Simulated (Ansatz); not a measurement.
C4H7N can be A, `C#CCNC`, or B, `CC(C)C#N`.

Gas-phase electronic energies from Ansatz, PBE0-D4/def2-TZVP geometries. CCSD(T)/CBS adds triple-zeta CCSD(T) − MP2 to the extrapolated MP2 energy (def2 sets, frozen cores). Functionals use def2-TZVPP. B3LYP here is the variant with VWN-RPA as its local correlation; programs differ in this. Each species was taken in one conformer, which may not be the lowest.

(1) Which isomer does CCSD(T)/CBS put lower? Give the gap. (Best estimate.)

(2) Give E(B) − E(A) in kJ/mol with MP2/def2-TZVPP, ωB97M-V, CCSD(T)/def2-TZVPP, B3LYP-D4, CCSD/def2-TZVPP, B3LYP, PBE-D4. (An estimate is asked.)

Largest T1 diagnostic: 0.011.

Results:

(1) Computed: B, by 201.8 kJ/mol.

(2) Ansatz gave: MP2/def2-TZVPP -213.1, ωB97M-V -202.2, CCSD(T)/def2-TZVPP -209.7, B3LYP-D4 -197.9, CCSD/def2-TZVPP -210.2, B3LYP -197.7, PBE-D4 -195.7. None reverses the order clearly.

From PBE to PBE0 (25 % exact exchange), in def2-TZVPP and without D4, E(B) − E(A) moves by −3.2 kJ/mol.
